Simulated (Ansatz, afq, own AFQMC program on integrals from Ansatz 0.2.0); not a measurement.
# Where AFQMC and coupled cluster stand for CH2B, quartet

```yaml
atoms:
  - { symbol: B, position_ang: [0.0000, -0.1086, 0.8984] }
  - { symbol: C, position_ang: [0.0000, -0.0411, -0.8103] }
  - { symbol: H, position_ang: [0.0000, 0.8911, 1.5684] }
  - { symbol: H, position_ang: [0.0000, 0.7641, -1.5483] }
```

Connectivity, by distances: BH–CH.

Basis cc-pVDZ. Noble-gas cores (and the filled d shells of Ga–Kr and In–Xe) are frozen. Integrals, coupled cluster, full CI and functionals: Ansatz 0.2.0; the random walks run on the same integrals in our own AFQMC program. The CISD trial takes its coefficients from CCSD amplitudes. Released means that phaseless walkers are propagated on without the constraint, phases kept. Uncertainties: one standard error, sampling alone.

Determinant: UHF, the one that the program's search chose, which needn't be the lowest solution. The geometry is a point of a scan.

No full CI on the walks' own integrals is used here; CCSDT(Q) serves as the reference and is uncertain by about the last step of the cluster series.

Cautions: lower spins were not checked; the ph-AFQMC/HF walk drifts between its halves (2.2 errors).

The T1 diagnostic is 0.0213. The weight of the determinant in the CISD state is 0.908, the ⟨S²⟩ of the determinant is 3.762 and the size of the correlated space is 9 electrons in 36 orbitals.

Reference: CCSDT(Q), correlation energy -4.899 eV. The released energy is read at 2.40 1/Eh (meV from the phaseless value at times in 1/Eh: -3 ± 11 at 0.24, -9 ± 8 at 0.51, 0 ± 9 at 0.99, -13 ± 8 at 1.62, -11 ± 9 at 2.40).

```tsv
level	E − E(reference) (kcal/mol)	share of correlation (%)
HF	112.97	0.00
MP2	24.00	78.76
CCSD	3.55	96.85
CCSD(T)	0.82	99.28
CCSDT	0.14	99.88
ph-AFQMC/HF	1.53 ± 0.91	98.65
ph-AFQMC/CISD	0.03 ± 0.19	99.98
released AFQMC	-0.21 ± 0.22	100.19
```

A walk keeps the symmetry of its determinant, which the program's search chose and which needn't be the lowest solution, so a lower state of the same spin and another symmetry isn't excluded. Released energies are given only where the last usable release times agree within the noise; a slower fall can still hide under it.
